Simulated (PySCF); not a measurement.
Gas-phase reaction: 4 Al(CH₃)₃ ⇌ 4 AlCH₃ + C₄H₈ (isobutene) + 4 CH₄

Energies from PySCF, thermal terms from the rigid-rotor harmonic-oscillator model, ideal gas at 1 bar. † marks an energy on the PBE0/def2-TZVP geometry and frequencies; other levels use their own. MP2 and CCSD(T) freeze the core. 6-31G* has spherical d functions here. All species are closed-shell singlets. B3LYP is the form with VWN-RPA correlation. Methyl groups turn as free rotors in Al(CH₃)₃. AlCH₃: computed as isolated molecules; such fragments, hydroxides, amides, oligomers or adducts are transient or little studied in the gas. MP2 isn't extrapolated to the basis-set limit; its ΔH°(298 K) is 628.7 kJ in def2-SVP and 694.9 kJ in def2-TZVPP. CCSD(T) isn't extrapolated to the basis-set limit. The harmonic model lacks anharmonicity and excited electronic states, which grow with temperature; levels with a mode under 35 cm⁻¹ are left out. Internal rotation in C₄H₈ (isobutene) is treated as a harmonic vibration of one conformer, which makes the entropy rough.

| level | ΔE electronic, kJ | ΔH°(298 K), kJ | ΔS°(298 K), J/K | ΔG°(600 K), kJ |
|---|---|---|---|---|
| B3LYP/6-31G* | 524 | 536 | 604 | 176 |
| B3LYP/def2-TZVP† | 570 | 581 | 603 | 223 |
| CCSD(T)/def2-SVP† | 525 | 536 | 603 | 178 |
| MP2/def2-TZVPP† | 683 | 695 | 603 | 337 |
| PBE0/def2-QZVP† | 657 | 669 | 603 | 311 |
| r2SCAN/def2-TZVP† | 719 | 731 | 603 | 373 |
ΔH° is lowest at B3LYP/6-31G* and highest at r2SCAN/def2-TZVP†. No reference value is set beside these.
